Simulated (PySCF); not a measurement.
# Telling isomers of C5H4 apart by NMR

Method: structure optimised with GFN2-xTB, GIAO PBE0/pcSseg-1 shieldings, couplings computed with B3LYP/pcJ-1, in PySCF 2.14.0 with density-fitted response routines (equivalent nuclei averaged, a single conformation, isolated molecule, non-relativistic Hamiltonian).

Shifts are taken against calculated references (same method and geometry level): TMS for ¹H (σref 31.72), ¹³C (σref 186.93). Multiplet labels drop J under 1 Hz and among equivalent protons, and merge close values. Unscaled 3J(H,H) run several per cent high. Shifts are as computed. Against solution values, carbons near 30 ppm lie about +3 ppm off and those near 130 ppm about +5 ppm. Of 1211 compounds with measured shifts, 218 miss one by over three times the rms of a fit or turn the order of signals round; such compounds aren't used in these exercises.

(1) Tabulate the signals of `C#CC#CC`, `C#CCC#C` and their relative energies.

(2) What is the quickest way to tell C#CC#CC from C#CCC#C?

## Answers

(1) 
```tsv
SMILES	carbon types	δC	δH	E rel. (kcal/mol)
C#CC#CC	3×C 1×CH 1×CH3	78.1, 74.5, 72.7, 69.8, 5.2	2.13 (d, 3H), 1.07 (q, 1H)	0.0
C#CCC#C	2×C 2×CH 1×CH2	82.4, 76.3, 11.3	3.27 (t, 2H), 1.50 (t, 2H)	14.5
```

Energies are electronic energies at PBE0/pcSseg-1 on these geometries, without zero-point or thermal terms, each for the one conformer computed, which needn't be the lowest.

(2) Count the carbon signals: 5 against 3. The first has a propargylic methyl carbon (CH3) at 5.2 ppm, the second a propargylic sp3 CH2 at 11.3 ppm. Their most deshielded carbons lie at 78.1 and 82.4 ppm. In the proton spectra the most deshielded non-exchanging signals are 2.13 (d, J = 2.4 Hz, 3H) and 3.27 (t, J = 3.8 Hz, 2H).
